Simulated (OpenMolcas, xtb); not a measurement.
## SiNH4O (SMILES N[SiH]O): the vertical energy of the quartet above the doublet, rung by rung

SiNH4O has 7 atoms, charge 0, and is taken as a doublet. As SMILES, `N[SiH]O`. Geometry: relaxed at PBE0-D4/def2-TZVP. This is one conformer, not always the lowest.

Each level gives the vertical energy of the quartet above the doublet (eV). The values are calculated.

```json
{"level": "GFN1-xTB", "kind": "semi-empirical", "program": "xtb", "value (eV)": "8.16"}
{"level": "UHF/6-311+G**", "kind": "Hartree–Fock", "program": "OpenMolcas", "value (eV)": "5.61"}
{"level": "USVWN5/6-311+G**", "kind": "LDA", "program": "OpenMolcas", "value (eV)": "6.36"}
{"level": "U-revPBE/6-311+G**", "kind": "GGA", "program": "OpenMolcas", "value (eV)": "6.24"}
{"level": "UM06-L/6-311+G**", "kind": "meta-GGA", "program": "OpenMolcas", "value (eV)": "6.79"}
{"level": "UBHLYP/6-311+G**", "kind": "global hybrid", "program": "OpenMolcas", "value (eV)": "6.41"}
{"level": "UPBE0/6-311+G**", "kind": "global hybrid", "program": "OpenMolcas", "value (eV)": "6.40"}
```

The values span 5.61 to 8.16 eV. The xTB rows lack spin polarisation, so open shells miss the exchange term that lowers them.
